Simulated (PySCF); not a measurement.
**C₅H₁₀O: calculation and literature**

Numbering as in the mapped SMILES `[CH3:1][CH2:2][CH2:3][C:4]([CH3:5])=[O:6]` (H(Xn): hydrogen on atom n).

Measured values that the calculation should reproduce: δ ¹³C C3 45.2; C2 17.5; C1 13.5; δ ¹H H(C3) 2.40; H(C2) 1.60; H(C1) 0.93 ppm (measured; solution, not stated per compound (mostly CDCl3 or CCl4); Pretsch, Buehlmann, Badertscher, Structure Determination of Organic Compounds, 4th ed. (2009)).

- geometry: GFN2-xTB
- shieldings: GIAO PBE0/pcSseg-1
- program: PySCF 2.14
- a single conformation, isolated molecule, non-relativistic Hamiltonian, averaged over atoms made equivalent by symmetry, fast rotation or ring inversion

(1) What does the calculation give, and how does it compare?

(2) How far are the unscaled ¹³C shifts from the references?

(3) How far are the unscaled ¹H shifts from the references?

## Answers

(1) 
Reference values: measured (solution, not stated per compound (mostly CDCl3 or CCl4); Pretsch, Buehlmann, Badertscher, Structure Determination of Organic Compounds, 4th ed. (2009)).
```json
{"atoms": "C3", "quantity": "δ ¹³C", "reference": "45.2", "computed": "48.9", "computed, scaled": "45.5"}
{"atoms": "C2", "quantity": "δ ¹³C", "reference": "17.5", "computed": "21.0", "computed, scaled": "18.3"}
{"atoms": "C1", "quantity": "δ ¹³C", "reference": "13.5", "computed": "15.7", "computed, scaled": "13.1"}
{"atoms": "H(C3)", "quantity": "δ ¹H", "reference": "2.40", "computed": "2.23", "computed, scaled": "2.19"}
{"atoms": "H(C2)", "quantity": "δ ¹H", "reference": "1.60", "computed": "1.56", "computed, scaled": "1.57"}
{"atoms": "H(C1)", "quantity": "δ ¹H", "reference": "0.93", "computed": "0.97", "computed, scaled": "1.01"}
```

Computed shifts are σ(ref) − σ with the named reference compound (TMS for H and C) calculated as an isolated molecule at the same level. The measured values may be among those fitted. Scaled to experiment by linear calibration (H and C: mostly CDCl3 data, vs TMS): ¹³C (scatter 2.1 ppm rms, 2.3 ppm with the 13 outliers that the fit left out); ¹H (scatter 0.17 ppm rms, 0.18 ppm with the 4 outliers that the fit left out). Occasional misses reach two or three times the rms, and more in compound classes unlike the fitted ones.

(2) Mean signed difference +3.13 ppm, mean absolute 3.13 ppm over 3 comparisons; the largest is +3.7 ppm at C3 (sp3 CH2 α to a carbonyl).

(3) Mean signed difference -0.06 ppm, mean absolute 0.08 ppm over 3 comparisons; the largest is -0.17 ppm at H(C3) (hydrogen on an sp3 CH2 α to a carbonyl).
